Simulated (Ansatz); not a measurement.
The cluster B2H3 (the lowest doublet isomer of a short search), 5 atoms. Hardware: 4 threads of Arm Neoverse V2 on a shared host.

Correlated methods freeze 2 core orbitals.

Q: How many basis functions does each of these Ansatz runs have, and roughly what does it cost? PBE0-D4/def2-TZVPD, charge -1 triplet at the geometry of the charge 0 doublet, energy; LC-ωPBE/def2-TZVP, charge 0 quartet, energy, from earlier orbitals; LDA (SPW92)/def2-TZVP, charge 0 doublet, energy, from earlier orbitals; ωB97M-V/def2-TZVP, charge 0 quartet, energy, from earlier orbitals; PBE with 15 % exact exchange/def2-TZVP, charge 0 quartet, energy, from earlier orbitals; PBE0-D4/def2-TZVP, charge 0 doublet, energy, from earlier orbitals; CCSD(T)/def2-TZVPP, charge 0 doublet, energy, from earlier orbitals; PBE0-D4/def2-TZVP, charge 1 triplet at the geometry of the charge 0 doublet, energy; PBE-D4/def2-TZVP, charge 1 triplet at the geometry of the charge 0 doublet, energy, from earlier orbitals; RPA@PBE/def2-TZVP, charge 0 quartet, energy, from earlier orbitals; r2SCAN-D4/def2-TZVPD, charge -1 triplet at the geometry of the charge 0 doublet, energy, from earlier orbitals; PBE-D4/def2-TZVPD, charge -1 singlet at the geometry of the charge 0 doublet, energy, from earlier orbitals.

A: Other jobs shared the machine, so times can vary by a factor of up to 3. A dash marks memory too small to be measured apart from the calling script's.

```
                                                                                                           run  functions  fitting or Cholesky vectors  wall time  peak host memory (GiB)
                                        LDA (SPW92)/def2-TZVP, charge 0 doublet, energy, from earlier orbitals         80                          470     0.25 s                       –
   PBE-D4/def2-TZVPD, charge -1 singlet at the geometry of the charge 0 doublet, energy, from earlier orbitals        101                          483     0.35 s                       –
                       PBE with 15 % exact exchange/def2-TZVP, charge 0 quartet, energy, from earlier orbitals         80                          470      0.4 s                       –
     PBE-D4/def2-TZVP, charge 1 triplet at the geometry of the charge 0 doublet, energy, from earlier orbitals         80                          470      0.4 s                       –
                                            RPA@PBE/def2-TZVP, charge 0 quartet, energy, from earlier orbitals         80                          537     0.45 s                       –
                                            PBE0-D4/def2-TZVP, charge 0 doublet, energy, from earlier orbitals         80                          470      0.5 s                       –
                                            LC-ωPBE/def2-TZVP, charge 0 quartet, energy, from earlier orbitals         80                          470      0.5 s                       –
                           PBE0-D4/def2-TZVP, charge 1 triplet at the geometry of the charge 0 doublet, energy         80                          470     0.55 s                       –
                         PBE0-D4/def2-TZVPD, charge -1 triplet at the geometry of the charge 0 doublet, energy        101                          483      0.6 s                       –
r2SCAN-D4/def2-TZVPD, charge -1 triplet at the geometry of the charge 0 doublet, energy, from earlier orbitals        101                          483      1.1 s                       –
                                            ωB97M-V/def2-TZVP, charge 0 quartet, energy, from earlier orbitals         80                          470      1.1 s                       –
                                           CCSD(T)/def2-TZVPP, charge 0 doublet, energy, from earlier orbitals        104                          607      2.1 s                    0.69
```
